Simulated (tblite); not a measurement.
Compound: C2H2S (charge -1 and doublet state).
SMILES with atom numbers: `[CH2:1]=[C:2][S-:3]` (hydrogens: H4, H5 on C1)

Level: GFN2-xTB in tblite, geometry and Hessian alike; calculated harmonic values, unscaled, isolated species. The method is semi-empirical: single wavenumbers can be off by several per cent or more. Open shells enter through the occupations alone, without spin polarisation, and single modes of such species can be off by tens of per cent.

Harmonic wavenumbers (cm⁻¹): 296.3, 479.3, 706.7, 801.8, 1016.0, 1433.7, 1656.5, 2744.2, 2918.2.

A = 123078, B = 5899, C = 5629 MHz; mass 57.988 u (most abundant isotopes); point group Cs, symmetry number 1; spin multiplicity 2.

Task: Zero-point energy?

Result: Half the sum of the wavenumbers: 6026 cm⁻¹ = 72.09 kJ/mol.

Task: Entropy at 350 K, 1 bar (ideal gas, RRHO, classical rotation)?

Result: Translation 162.83, rotation 93.59, vibration 15.21, spin (R ln 2) 5.76: S = 277.4 J/(mol K).

Task: And Cp and H(350 K) − H(0)?

Result: Cp = 58.14 J/(mol K), of which vibrations give 24.88 (their classical limit is 9 R = 74.8); H(350 K) − H(0) = 15.18 kJ/mol without the zero-point energy, 3.54 from vibrations.

Task: Which modes carry the vibrational entropy at 350 K?

Result: 296.3 cm⁻¹: 7.17; 479.3 cm⁻¹: 3.90; 706.7 cm⁻¹: 1.87; 801.8 cm⁻¹: 1.37; 1016.0 cm⁻¹: 0.67; 1433.7 cm⁻¹: 0.16 J/(mol K); the other 3 give 0.07 together.

Task: What must be added to the electronic energy to get the Gibbs energy at 350 K and 1 bar?

Result: ZPE + [H(350 K) − H(0)] − T·S = 72.09 + 15.18 − 97.09 = -9.82 kJ/mol.

Task: How do the functions run with temperature in this model?

Result: 
```tsv
T (K)	S (J/(mol K))	Cp (J/(mol K))	H − H(0) (kJ/mol)	G − H(0) (kJ/mol)	ln q(vib)
50	197.5	33.4	1.66	-8.21	0.00
100	221.2	35.9	3.38	-18.74	0.02
298.15	268.4	53.9	12.27	-67.76	0.44
373.15	281.2	59.9	16.54	-88.38	0.70
500	299.9	68.2	24.69	-125.26	1.17
750	329.9	79.8	43.29	-204.14	2.16
1000	354.0	87.6	64.27	-289.73	3.11
```

q(vib) and H(0) count from the zero-point level.

Hindered rotation and anharmonicity are outside this model.
